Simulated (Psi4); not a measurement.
Reaction (SMILES): S (H2S) → [SH-] + H+
B3LYP-D3(BJ)/def2-TZVP geometries, fixed; electronic energies without zero-point terms.

Effect of the grid (radial, spherical points) at wB97X-V/cc-pV(T+d)Z with Psi4, against the last row, where the deprotonation energy is 364.22 kcal/mol.

| setting | grid points, largest species | largest shift of a total energy (mEh) | shift of the deprotonation energy (kcal/mol) |
|---|---|---|---|
| grid: 35, 110 | 11265 | 1.502 | -0.022 |
| grid: 50, 194 | 28281 | 0.023 | -0.003 |
| grid: 75, 302 | 65175 | 0.001 | -0.001 |
| grid: 99, 590 | 167086 | 0.000 | 0.000 |
| grid: 150, 974 | 417178 | 0.000 | 0.000 |

Within 0.02 kcal/mol in the deprotonation energy: grid: 50, 194; grid: 75, 302; grid: 99, 590. The largest shift is 1.502 mEh in a total energy and 0.022 kcal/mol in the difference.
